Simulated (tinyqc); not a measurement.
Starting guesses with plain Roothaan steps: SCF starting guesses in the sto-3g basis, for OH+, spin multiplicity 3. Computed by the program tinyqc with PySCF. 

Geometry (angstrom):

| atom | x | y | z |
|---|---|---|---|
| O | 0.0000 | 0.0000 | 0.0000 |
| H | 0.0000 | 0.0000 | 1.6300 |

lowest solution found by these runs and by PySCF with stability checks = -73.971812 hartree

UHF with one setting changed at a time; a run stops when the energy changes by less than 1e-09 hartree and the error matrix is below 1e-5. Starts: the lowest orbitals of the core Hamiltonian, of the Wolfsberg-Helmholz matrix (K = 1.75), projected atomic densities, random orbitals, and the highest orbitals of the core Hamiltonian (a deliberately bad start).

Largest element of the error matrix X^T (FDS - SDF) X:

| iteration | core | Wolfsberg-Helmholz | atomic densities | random | highest core orbitals |
|---|---|---|---|---|---|
| 1 | 1.2e-01 | 1.1e-01 | 2.0e-01 | 1.4e+00 | 1.3e-01 |
| 2 | 8.0e-02 | 5.4e-02 | 1.0e-01 | 1.3e-01 | 1.2e-01 |
| 3 | 2.6e-02 | 2.3e-02 | 3.1e-02 | 6.4e-02 | 7.3e-02 |
| 4 | 2.1e-02 | 2.1e-02 | 2.1e-02 | 2.8e-02 | 3.9e-02 |
| 5 | 2.1e-02 | 2.1e-02 | 2.1e-02 | 2.1e-02 | 2.2e-02 |
| 6 | 2.0e-02 | 2.0e-02 | 2.0e-02 | 2.1e-02 | 1.3e-02 |
| 8 | 1.6e-02 | 1.6e-02 | 1.7e-02 | 1.8e-02 | 4.4e-03 |
| 10 | 1.1e-02 | 1.2e-02 | 1.2e-02 | 1.4e-02 | 1.6e-03 |
| 14 | 4.4e-03 | 4.6e-03 | 4.9e-03 | 6.0e-03 | 2.1e-04 |
| 20 | 7.6e-04 | 8.1e-04 | 8.6e-04 | 1.1e-03 | 1.1e-05 |
| 30 | 3.5e-05 | 3.8e-05 | 4.0e-05 | 5.1e-05 | - |

How each run ends:

| run | iterations | E (hartree) | state |
|---|---|---|---|
| core | 35 | -73.97181 | lowest found |
| Wolfsberg-Helmholz | 35 | -73.97181 | lowest found |
| atomic densities | 35 | -73.97181 | lowest found |
| random | 36 | -73.97181 | lowest found |
| highest core orbitals | 21 | -73.86631 | higher |

4 of 5 runs reach the lowest solution found, in 35 to 36 iterations (fastest: core, Wolfsberg-Helmholz, atomic densities). Ending on a higher stationary point: highest core orbitals; a small error matrix cannot reveal that, and an occupation fixed by the start is kept by symmetry or by the shape of the basin. The first errors are 1e-01, 1e-01, 2e-01, 1e+00, 1e-01.
